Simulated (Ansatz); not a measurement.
## Relative stability

The two ends of one reaction step of CH$_{7}$BO, closed shell (PBE0-D4/def2-TZVP).

A:

```
atom    x (Å)    y (Å)    z (Å)
  B1  -0.2125   0.4285  -1.6666
  O2  -1.5089   0.0845  -1.5298
  H3   0.6156  -0.3985  -1.9393
  H4   0.0588   1.5833  -1.5129
  H5  -0.4152   0.2713   1.3855
  C6   0.5426  -0.1692   1.6613
  H7  -1.6714  -0.8528  -1.6624
  H8   0.4469  -1.2540   1.7058
  H9   0.8471   0.2082   2.6371
 H10   1.2970   0.0986   0.9212
```

B:

B1  (0.290, 0.199, -0.556)
O2  (-1.419, -0.009, -0.488)
H3  (0.617, -0.691, -1.315)
H4  (0.347, 1.304, -1.041)
H5  (-1.598, -0.896, -0.153)
C6  (0.764, 0.045, 0.952)
H7  (-1.751, 0.024, -1.393)
H8  (0.559, -0.943, 1.385)
H9  (0.339, 0.801, 1.620)
H10  (1.852, 0.166, 0.990)
(Å)

Program: Ansatz 0.2.0. Basis: def2-TZVPP. Cores are frozen in the correlated methods. B3LYP uses VWN-RPA correlation.

(1) Which structure is lower at CCSD(T), and by how much? (Judge from chemistry; the value comes from the calculation.)

The T1 diagnostic stays at or below 0.012.

Answers

(1) Computed: A, by 102.2 kJ/mol (electronic energy, against the other). By their contacts, A is a complex of BH₃O ([BH2][OH]) + CH₄ and B is CH₇BO ([CH3][BH2][OH2]).

All methods give the same order:

```tsv
method	E(B) − E(A) (kJ/mol)
SPW92	63.4
PBE-D4	93.6
BLYP-D4	114.4
r2SCAN-D4	98.1
B97M-V	103.6
PBE0-D4	92.6
B3LYP-D4	111.7
r2SCAN0-D4	96.4
BHLYP-D4	112.6
CAM-B3LYP-D4	107.5
wB97X-V	101.4
wB97M-V	99.6
B2PLYP	111.4
PBE-QIDH	94.3
RPA on PBE	107.0
HF	139.3
MP2	100.2
CCSD	105.9
CCSD(T)	102.2
```

Labels in which every atom is bracketed show which atoms are joined, not bond orders.

For scale, one of the runs: CCSD(T)/def2-TZVPP, 191 basis functions, launched by `ansatz run in.yaml --threads 2 --pin off --events-out ev --progress --plain --max-ram 4352MiB`. The run took 74 s on 2 CPU threads of an Arm Neoverse N1 (shared host), with 2.2 GiB of host memory at its peak.
